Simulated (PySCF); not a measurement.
Species: C3H3N2 (charge -1).
SMILES: `c1cn[n-]c1`

The closed-shell ground state was solved at several levels (PySCF, density fitting, gas phase, non-relativistic). Isolated species at its PBE0-D3(BJ)/def2-SVP geometry, gas phase. The geometry's basis has no diffuse functions, a weakness for an anion. Where the HOMO energy is positive, the finite basis confines the outermost electrons. No diffuse functions stand in cc-pVDZ and pcSseg-2, which bears on an anion's orbital energies.

```tsv
level	basis functions	HOMO (eV)	LUMO (eV)	gap (eV)
BP86/pcSseg-2	222	0.19	4.47	4.28
B3LYP/pcSseg-2	222	-0.90	4.63	5.53
PBE0/cc-pVDZ	85	-0.53	7.36	7.89
PBE0/IGLO-III	205	-1.11	5.47	6.58
wB97X-D/pcSseg-2	222	-2.93	6.45	9.38
```

Q: What might PBE/pcSseg-2 (222 basis functions) give for the same quantities?

A: HOMO 0.32 eV, LUMO 4.32 eV, gap 4.00 eV.

Q: Over all these levels, which gives the widest orbital gap and which the narrowest?

A: wB97X-D/pcSseg-2 (range-separated hybrid) has the widest, 9.38 eV, and PBE/pcSseg-2 (GGA) the narrowest, 4.00 eV. The two share the basis. From the narrowest to the widest the HOMO moves by -3.25 eV and the LUMO by +2.13 eV.
